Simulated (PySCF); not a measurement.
## C5H8O: full NMR table

```
Formula                               : C5H8O
SMILES                                : C/C=C/C(C)=O
InChI                                 : InChI=1S/C5H8O/c1-3-4-5(2)6/h3-4H,1-2H3/b4-3+
Point group of the computed structure : C1
Degrees of unsaturation               : 2
Carbon signals                        : 5
Proton signals                        : 4
```

Molfile (atoms numbered from 1):
```
C5H8O
     RDKit          3D

 14 13  0  0  0  0  0  0  0  0999 V2000
   -2.5015   -0.3117    0.2249 C   0  0  0  0  0  0  0  0  0  0  0  0
   -1.2006    0.2572    0.6544 C   0  0  0  0  0  0  0  0  0  0  0  0
   -0.0046   -0.1236    0.2072 C   0  0  0  0  0  0  0  0  0  0  0  0
    1.2352    0.5120    0.6850 C   0  0  0  0  0  0  0  0  0  0  0  0
    2.4960   -0.0302    0.0544 C   0  0  0  0  0  0  0  0  0  0  0  0
    1.2482    1.3974    1.5116 O   0  0  0  0  0  0  0  0  0  0  0  0
   -3.1172    0.4709   -0.2183 H   0  0  0  0  0  0  0  0  0  0  0  0
   -2.3667   -1.1108   -0.4998 H   0  0  0  0  0  0  0  0  0  0  0  0
   -3.0430   -0.6972    1.0882 H   0  0  0  0  0  0  0  0  0  0  0  0
   -1.2385    1.0514    1.3898 H   0  0  0  0  0  0  0  0  0  0  0  0
    0.0965   -0.9113   -0.5263 H   0  0  0  0  0  0  0  0  0  0  0  0
    2.4477    0.0995   -1.0251 H   0  0  0  0  0  0  0  0  0  0  0  0
    2.5818   -1.0942    0.2666 H   0  0  0  0  0  0  0  0  0  0  0  0
    3.3660    0.4900    0.4453 H   0  0  0  0  0  0  0  0  0  0  0  0
  1  2  1  0
  2  3  2  0
  3  4  1  0
  4  5  1  0
  4  6  2  0
  1  7  1  0
  1  8  1  0
  1  9  1  0
  2 10  1  0
  3 11  1  0
  5 12  1  0
  5 13  1  0
  5 14  1  0
M  END
```

Calculated, not measured (PySCF 2.14.0 with density-fitted response routines): GFN2-xTB structure, σ from GIAO-PBE0/pcSseg-1. Fast rotation and ring inversion assumed for equivalent nuclei, single conformer, non-relativistic Hamiltonian, no solvent.

Scale: 1H (σref 31.72) and 13C (σref 186.93) against TMS; 17O (σref 336.08) vs H2O (reference shieldings calculated alike).

```tsv
carbon	δC, type	δH (multiplicity)	HMBC from (2–3 bonds)	span of the C tensor (ppm)
C1	22.1, CH3	2.07 (d)	H10, H11	35
C2	153.3, CH	7.40 (m)	H11, H7/H8/H9	254
C3	133.8, CH	6.27 (d)	H10, H12/H13/H14, H7/H8/H9	181
C4	198.2, C	–	H10, H11, H12/H13/H14	204
C5	33.5, CH3	2.15 (s)	H11	56
```

Other nuclei:
| atoms | nucleus | environment | δ (ppm) | σ (ppm) |
| --- | --- | --- | --- | --- |
| O6 | 17O | ketone oxygen | 626.4 | -290.3 |

1. Carbon types of the structure: 1 × C, 2 × CH, 2 × CH3, which accounts for all hydrogens.
2. δC 198.2: ketone carbonyl carbon; the double bond to the heteroatom, with no lone-pair donor beside it, deshields it most.
3. δC 153.3: β carbon of a C=C–C=O unit; conjugation with the carbonyl draws π density from the β position.
4. δC 133.8: α carbon of a C=C–C=O unit; the olefinic region.
5. δH 7.40: hydrogen on a β carbon of a C=C–C=O unit; olefinic region.
6. δH 6.27: hydrogen on an α carbon of a C=C–C=O unit; a vinylic proton, deshielded by the sp2 carbon and the C=C anisotropy.

Shifts are as computed. Against solution values, carbons near 30 ppm lie about +3 ppm off and those near 130 ppm about +5 ppm. Of 1211 compounds with measured shifts, 218 miss one by over three times the rms of a fit or turn the order of signals round; such compounds aren't used in these exercises. Unscaled 17O shifts of doubly bonded oxygen tend to come out too high, by tens of ppm or more. Experimental scales use liquid or dissolved standards, which lie at an offset from isolated H2O (liquid H2O: subtract about 36 ppm). No couplings were computed; multiplicities are counted from neighbouring protons, with m where these are inequivalent, close in shift, in a saturated or five-membered ring or joined by F or P, and br s for small geminal =CH2 splittings.
